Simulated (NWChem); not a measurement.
# One shape, several levels: C3H2O (2-cyclopropen-1-one)

Aim: a comparison of 4 runs (HF/STO-3G, HF/3-21G, r2SCAN/def2-SVPD, CCSD(T)/def2-SVPD) of C3H2O (2-cyclopropen-1-one). 

The results are computed with NWChem 7.3.0.

5 further runs of the same task are left out: 5 set aside as unsound or not needed. Runs told in other sessions of the task aren't counted.

## Step 1: The molecule

The species is C3H2O (6 atoms), meant as a singlet with charge 0. As SMILES, `O=c1cc1`. Geometry: relaxed at PBE0-D4/def2-TZVP.

Bond lengths: O1–C2 1.196 Å, C2–C3 1.424 Å, C2–C4 1.424 Å, C3–C4 1.339 Å, C3–H5 1.083 Å, C4–H6 1.083 Å. Angles: O1–C2–C3 152.0°, O1–C2–C4 152.0°, C3–C2–C4 56.1°, C2–C3–C4 62.0°, C2–C4–C3 62.0°, C2–C3–H5 154.0°, C4–C3–H5 144.1°, C2–C4–H6 154.0°, C3–C4–H6 144.1°.

## Step 2: Energy and forces at HF/STO-3G (run 1)

The input, c3h2o.nw:

```
START c3h2o
TITLE "2-cyclopropen-1-one"
memory 2200 mb

GEOMETRY noautosym nocenter noautoz
   O    -0.019410   -1.860760    0.851810
   C    -0.008060   -0.772930    0.353820
   C     0.589100    0.229390   -0.462270
   C    -0.581400    0.509900    0.123850
   H     1.361720    0.623210   -1.110520
   H    -1.341940    1.271190    0.243330
END

BASIS spherical bse
   O library STO-3G
   C library STO-3G
   H library STO-3G
END

SCF
   thresh 1e-08
   maxiter 80
   print medium
END

TASK scf gradient
```

Launch:

```console
$ nwchem c3h2o.nw > c3h2o.out
```

Log:

```text
[...]
  functions       =    22
[...]
  wavefunction    = RHF
[...]
         Total SCF energy =   -187.056850286540
      One-electron energy =   -445.743615370334
      Two-electron energy =    162.647295175380
 Nuclear repulsion energy =     96.039469908414
        Time for solution =      0.7s
[...]
                         RHF ENERGY GRADIENTS
    atom               coordinates                        gradient
                 x          y          z           x          y          z
   1 O      -0.036680  -3.516327   1.609687    0.000338   0.032520  -0.014886
   2 C      -0.015231  -1.460626   0.668623   -0.000021  -0.002243   0.001024
   3 C       1.113238   0.433484  -0.873564    0.015411  -0.021826   0.000471
   4 C      -1.098687   0.963571   0.234043   -0.015793  -0.014355   0.016095
   5 H       2.573278   1.177696  -2.098579    0.000858   0.002753  -0.001766
   6 H      -2.535899   2.402201   0.459827   -0.000792   0.003151  -0.000938
[...]
```

Wall time 1.4 s (1 thread of AMD EPYC 7B13 (Zen 3), shared host); peak memory 0.099 GiB.

## Step 3: Energy and forces at HF/3-21G (run 2)

The input, c3h2o.nw:

```
start c3h2o
memory 2200 mb
charge 0

geometry noautosym nocenter noautoz
O     -0.019410    -1.860760     0.851810
C     -0.008060    -0.772930     0.353820
C      0.589100     0.229390    -0.462270
C     -0.581400     0.509900     0.123850
H      1.361720     0.623210    -1.110520
H     -1.341940     1.271190     0.243330
end

basis spherical bse
* library 3-21G
end

scf
thresh 1e-08
maxiter 80
end

task scf gradient
```

Launch:

```console
$ nwchem c3h2o.nw > c3h2o.out
```

Log:

```text
[...]
  functions       =    40
[...]
  wavefunction    = RHF
[...]
         Total SCF energy =   -188.448852979246
      One-electron energy =   -445.544316881051
      Two-electron energy =    161.055993993391
 Nuclear repulsion energy =     96.039469908414
        Time for solution =      0.8s
[...]
                         RHF ENERGY GRADIENTS
    atom               coordinates                        gradient
                 x          y          z           x          y          z
   1 O      -0.036680  -3.516327   1.609687    0.000118   0.011455  -0.005242
   2 C      -0.015231  -1.460626   0.668623   -0.000032  -0.003376   0.001542
   3 C       1.113238   0.433484  -0.873564   -0.005776  -0.012123   0.008992
   4 C      -1.098687   0.963571   0.234043    0.005490  -0.014831   0.003349
   5 H       2.573278   1.177696  -2.098579    0.010993   0.006825  -0.009776
   6 H      -2.535899   2.402201   0.459827   -0.010792   0.012049   0.001134
[...]
```

Run time: 1.5 s. Hardware: 1 thread of AMD EPYC 7B13 (Zen 3), shared host; peak memory 0.1 GiB.

Run 3 isn't shown in full; the table further down has it.

## Step 4: A single-point energy at CCSD(T)/def2-SVPD (run 4)

The input, a.nw:

```
START a
TITLE "2-cyclopropen-1-one"
memory total 2200 mb
charge 0

GEOMETRY units angstrom noautosym nocenter noautoz
   O     -0.019410    -1.860760     0.851810
   C     -0.008060    -0.772930     0.353820
   C      0.589100     0.229390    -0.462270
   C     -0.581400     0.509900     0.123850
   H      1.361720     0.623210    -1.110520
   H     -1.341940     1.271190     0.243330
END

BASIS spherical bse
   O library def2-SVPD
   C library def2-SVPD
   H library def2-SVPD
END

SCF
   thresh 1e-08
   maxiter 80
END

CCSD
   freeze core 4
   maxiter 60
END

TASK ccsd(t) energy
```

Launch:

```console
$ nwchem a.nw > a.out
```

Log:

```text
[...]
  functions       =    99
[...]
  wavefunction    = RHF
[...]
         Total SCF energy =   -189.398510311374
      One-electron energy =   -446.949876860643
      Two-electron energy =    161.511896640856
 Nuclear repulsion energy =     96.039469908414
        Time for solution =     15.3s
[...]
 Total MP2 energy:           -189.972056006897901
[...]
             energy      energy      error      ampl     ampl      Block
                                                time     time      time
[...]
 Total CCSD energy:           -189.987889051269548
[...]
 Total CCSD+T(CCSD) energy:           -190.015803110330637
[...]
 Total CCSD(T) energy:                -190.013929871392804
[...]
```

Wall time 3 min (1 thread of AMD EPYC 7B13 (Zen 3), shared host); peak memory 0.29 GiB.

## Step 5: The series

```tsv
run	level	iteration cap	module	energy (Eh)	dipole moment (D) of the reference	HOMO energy (eV)	LUMO energy (eV)	wall time
1	HF/STO-3G	80	scf	-187.056850	3.14	-7.87	7.36	1.4 s
2	HF/3-21G	80	scf	-188.448853	4.45	-10.52	3.36	1.5 s
3	r2SCAN/def2-SVPD	100	dft	-190.406261	4.27	-5.89	-2.08	18 s
4	CCSD(T)/def2-SVPD	80	ccsd(t)	-190.013930	–	-10.80	2.35	3 min
```

## Step 6: What came out

```
                                          quantity          value
                               run 4: total energy  -190.01393 Eh
        run 4: HOMO energy (Hartree–Fock orbitals)      -10.80 eV
        run 4: LUMO energy (Hartree–Fock orbitals)        2.35 eV
      run 4: HOMO–LUMO gap (Hartree–Fock orbitals)       13.15 eV
run 4: correlation energy (4 core orbitals frozen)     -615.4 mEh
                             run 4: (T) correction     -26.04 mEh
```

In words: Over runs 1, 2, 3 the dipole moment (its size) runs from 3.14 D (HF/STO-3G) to 4.45 D (HF/3-21G). Over runs 1, 2, 3 the HOMO–LUMO gap runs from 3.81 eV (r2SCAN/def2-SVPD) to 15.23 eV (HF/STO-3G). The two ends differ in method and basis. In run 1 the basis is minimal, so the values are rough. All runs together took 3.3 min, the longest 3 min.
